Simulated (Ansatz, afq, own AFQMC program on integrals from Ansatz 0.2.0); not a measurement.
CH₅, doublet in cc-pVTZ, levels against CCSDT(Q)

```xyz
6

C    -0.1415    0.0000    0.0000
H    -0.5047    1.0273    0.0000
H    -0.5047   -0.5137    0.8897
H    -0.5047   -0.5137   -0.8897
H     1.2275    0.0000    0.0000
H     1.9725    0.0000    0.0000
```

Basis cc-pVTZ. Noble-gas cores (and the filled d shells of Ga–Kr and In–Xe) are frozen. Integrals, coupled cluster, full CI and functionals: Ansatz 0.2.0; the random walks run on the same integrals in our own AFQMC program. ph-AFQMC/CISD is guided by a CISD state made of CCSD amplitudes; releasing the constraint for a short imaginary time cuts its bias at the price of noise, slowly where states lie close. Uncertainties: one standard error, sampling alone.

Determinant: UHF, the one that the program's search chose, which needn't be the lowest solution. The geometry is a point of a scan.

No full CI on the walks' own integrals is used here; CCSDT(Q) serves as the reference and is uncertain by about the last step of the cluster series.

```
T1 diagnostic                               : 0.0132
weight of the determinant in the CISD state : 0.915
⟨S²⟩ of the determinant                     : 0.775
size of the correlated space                : 9 electrons in 99 orbitals
```

Reference: CCSDT(Q), correlation energy -6.496 eV. The released energy is read at 1.62 1/Eh, later times being too noisy (meV from the phaseless value at times in 1/Eh: -4 ± 4 at 0.24, -6 ± 4 at 0.51, -3 ± 3 at 0.99, -7 ± 4 at 1.62, -2 ± 8 at 2.40).

```json
{"level": "HF", "E − E(reference) (mEh)": "238.74", "share of correlation (%)": "0.00"}
{"level": "MP2", "E − E(reference) (mEh)": "33.87", "share of correlation (%)": "85.81"}
{"level": "CCSD", "E − E(reference) (mEh)": "7.36", "share of correlation (%)": "96.92"}
{"level": "CCSD(T)", "E − E(reference) (mEh)": "0.77", "share of correlation (%)": "99.68"}
{"level": "CCSDT", "E − E(reference) (mEh)": "0.18", "share of correlation (%)": "99.93"}
{"level": "ph-AFQMC/CISD", "E − E(reference) (mEh)": "0.13 ± 0.12", "share of correlation (%)": "99.95"}
{"level": "released AFQMC", "E − E(reference) (mEh)": "-0.11 ± 0.15", "share of correlation (%)": "100.05"}
```

A walk keeps the symmetry of its determinant, which the program's search chose and which needn't be the lowest solution, so a lower state of the same spin and another symmetry isn't excluded. Released energies are given only where the last usable release times agree within the noise; a slower fall can still hide under it.
